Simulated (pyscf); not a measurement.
A first-order saddle from PySCF, ωB97X-D3(BJ)/def2-SVP:

```
In
H 1 1.7134
C 1 2.1371 2 136.32
H 3 1.0996 1 111.79 2 31.85
H 3 1.1000 4 109.11 1 -120.74
H 3 1.1011 4 108.45 5 -117.94
F 1 2.2379 2 105.96 3 137.97
H 7 1.1303 1 66.73 2 104.86
C 8 1.4623 7 165.59 1 1.61
H 9 1.1018 8 121.40 7 81.89
H 9 1.1029 10 109.54 8 161.33
H 9 1.1058 10 105.71 11 112.15
```

Surface: singlet, charge 0. Lowest wavenumbers (cm⁻¹): 968i, 34, 65, 116, 123.

Task: What reaction is this the transition state of?

Result: `[CH3][InH][CH3]` + `[FH]` ⇌ `[CH4]` + `[CH3][InH][F]`, a four-centre exchange read from left to right: C–In, F–H broken and C–H, F–In formed. At ωB97M-D3(BJ)/def2-TZVP it lies +2.1 kcal/mol from the left side and +30.7 kcal/mol from the right (each side as separated species at their lowest minima found). On the reactant side the descent ends in a complex (not fully relaxed), 6.6 kcal/mol under the separated species and 7.9 kcal/mol under the saddle at ωB97X-D3(BJ)/def2-TZVP. On the product side the descent ends in a complex, 4.3 kcal/mol under the separated species and 33.6 kcal/mol under the saddle at ωB97X-D3(BJ)/def2-TZVP. This is the saddle that the search found; another between the same sides may lie lower. Elements past Kr carry the def2 core potentials, without spin-orbit coupling.
